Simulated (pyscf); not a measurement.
Single points on ωB97X-D3(BJ)/def2-SVP structures (PySCF, gas phase).

Problem. `[BH][OH]` [doublet] + `[H][H]` → `[BH2][OH]` + `[H]` [doublet]
Surface: doublet. Broken: H–H. Formed: B–H. Give ΔE‡ and ΔE from B3LYP-D3(BJ)/def2-TZVP, relative to the separated reactants.

Solution. ΔE‡ = 26.4 kJ/mol, ΔE = -0.6 kJ/mol. ωB97M-D3(BJ)/def2-TZVP gives 32.4 kJ/mol and -16.2 kJ/mol. Zero-point energy shifts the barrier by +1.8 kJ/mol. It is a hydrogen abstraction, with an imaginary mode of 788i cm⁻¹. [HB–OH]• lies 24.5 kJ/mol over its isomer H₂B–O• (electronic energy, ωB97M-D3(BJ)/def2-TZVP). This is the saddle that the search found; another between the same sides may lie lower. The angle at the transferred H is 174°.
